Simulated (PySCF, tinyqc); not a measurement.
Inside a calculation. Method: FCI on RHF in the sto-3g basis, frozen core, for HF, spin multiplicity 1. The lowest restricted solution is unstable here: a spin-polarised one lies 0.0596 hartree lower (PySCF). One step of it, computed by the program tinyqc.

Problem. Integrals over molecular orbitals. (pq|rs) = sum C_ip C_jq C_kr C_ls (ij|kl), one index at a time.

coefficients C, order 1F 1s, 1F 2s, 1F 2px, 1F 2py, 1F 2pz, 2H 1s:
$$\begin{pmatrix}
0.995073 & -0.261657 & 0.000000 & 0.000000 & 0.031940 & 0.034205 \\
0.020021 & 1.016103 & 0.000000 & 0.000000 & -0.160190 & -0.176196 \\
0.000000 & 0.000000 & 0.983743 & -0.179580 & 0.000000 & 0.000000 \\
0.000000 & 0.000000 & 0.179580 & 0.983743 & 0.000000 & 0.000000 \\
0.000647 & 0.006223 & 0.000000 & 0.000000 & 0.689074 & -0.740883 \\
-0.001788 & 0.065853 & 0.000000 & 0.000000 & 0.633882 & 0.803522
\end{pmatrix}$$

core Hamiltonian H = T + V (hartree), order 1F 1s, 1F 2s, 1F 2px, 1F 2py, 1F 2pz, 2H 1s:
$$\begin{pmatrix}
-40.376149 & -9.473235 & 0.000000 & 0.000000 & -0.005575 & -0.504831 \\
-9.473235 & -10.854335 & 0.000000 & 0.000000 & -0.069728 & -1.305111 \\
0.000000 & 0.000000 & -8.541922 & 0.000000 & 0.000000 & 0.000000 \\
0.000000 & 0.000000 & 0.000000 & -8.541922 & 0.000000 & 0.000000 \\
-0.005575 & -0.069728 & 0.000000 & 0.000000 & -8.571891 & -0.984749 \\
-0.504831 & -1.305111 & 0.000000 & 0.000000 & -0.984749 & -3.614483
\end{pmatrix}$$

Two-electron integrals (ij|kl) in chemists' order, unique and non-zero (hartree):
```
(11|11) 5.403501   (21|11) 0.841920   (21|21) 0.156299   (22|11) 1.268028
(22|21) 0.292344   (22|22) 0.926167   (31|31) 0.027998   (32|31) 0.043169
(32|32) 0.204588   (33|11) 1.264502   (33|21) 0.292403   (33|22) 0.925959
(33|33) 0.997514   (41|41) 0.027998   (42|41) 0.043169   (42|42) 0.204588
(43|43) 0.053770   (44|11) 1.264502   (44|21) 0.292403   (44|22) 0.925959
(44|33) 0.889973   (44|44) 0.997514   (51|51) 0.027998   (52|51) 0.043169
(52|52) 0.204588   (53|53) 0.053770   (54|54) 0.053770   (55|11) 1.264502
(55|21) 0.292403   (55|22) 0.925959   (55|33) 0.889973   (55|44) 0.889973
(55|55) 0.997514   (61|11) 0.045011   (61|21) 0.008291   (61|22) 0.015431
(61|33) 0.015412   (61|44) 0.015412   (61|51) 0.000308   (61|52) 0.000585
(61|55) 0.015471   (61|61) 0.000444   (62|11) 0.132835   (62|21) 0.031118
(62|22) 0.112532   (62|33) 0.110900   (62|44) 0.110900   (62|51) 0.002051
(62|52) 0.017303   (62|55) 0.115684   (62|61) 0.001674   (62|62) 0.018067
(63|31) 0.003024   (63|32) 0.018860   (63|53) 0.003498   (63|63) 0.002517
(64|41) 0.003024   (64|42) 0.018860   (64|54) 0.003498   (64|64) 0.002517
(65|11) 0.099000   (65|21) 0.023467   (65|22) 0.091092   (65|33) 0.087522
(65|44) 0.087522   (65|51) 0.004305   (65|52) 0.031472   (65|55) 0.098130
(65|61) 0.001302   (65|62) 0.018067   (65|65) 0.020493   (66|11) 0.349722
(66|21) 0.083203   (66|22) 0.347777   (66|33) 0.339268   (66|44) 0.339268
(66|51) 0.005396   (66|52) 0.065576   (66|55) 0.364639   (66|61) 0.004478
(66|62) 0.078023   (66|65) 0.092195   (66|66) 0.774606
```

Give: one-electron integrals over orbitals h = C^T H C; Two-electron integrals over orbitals.

Solution.

one-electron integrals over orbitals h = C^T H C (hartree):
$$\begin{pmatrix}
-40.359 & 0.731 & 0.000 & 0.000 & -0.084 & -0.094 \\
0.731 & -9.109 & 0.000 & 0.000 & 0.372 & 0.536 \\
0.000 & 0.000 & -8.542 & 0.000 & 0.000 & 0.000 \\
0.000 & 0.000 & 0.000 & -8.542 & 0.000 & 0.000 \\
-0.084 & 0.372 & 0.000 & 0.000 & -6.346 & 2.497 \\
-0.094 & 0.536 & 0.000 & 0.000 & 2.497 & -5.813
\end{pmatrix}$$

Two-electron integrals over orbitals (pq|rs), unique and non-zero (hartree); the lowest 1 orbital is frozen and left out:
```
(22|22) 0.886       (32|32) 0.193       (33|22) 0.903       (33|33) 0.998
(42|42) 0.193       (43|43) 0.054       (44|22) 0.903       (44|33) 0.890
(44|44) 0.998       (52|22) -0.042      (52|33) -0.050      (52|44) -0.050
(52|52) 0.118       (53|32) -0.018      (53|53) 0.031       (54|42) -0.018
(54|54) 0.031       (55|22) 0.649       (55|33) 0.636       (55|44) 0.636
(55|52) -3.97e-03   (55|55) 0.629       (62|22) -0.057      (62|33) -0.057
(62|44) -0.057      (62|52) -0.089      (62|55) -0.018      (62|62) 0.091
(63|32) -0.019      (63|53) -0.025      (63|63) 0.028       (64|42) -0.019
(64|54) -0.025      (64|64) 0.028       (65|22) -0.276      (65|33) -0.276
(65|44) -0.276      (65|52) 0.061       (65|55) -0.081      (65|62) 0.023
(65|65) 0.264       (66|22) 0.612       (66|33) 0.600       (66|44) 0.600
(66|52) 0.032       (66|55) 0.621       (66|62) -0.042      (66|65) -0.032
(66|66) 0.639
```
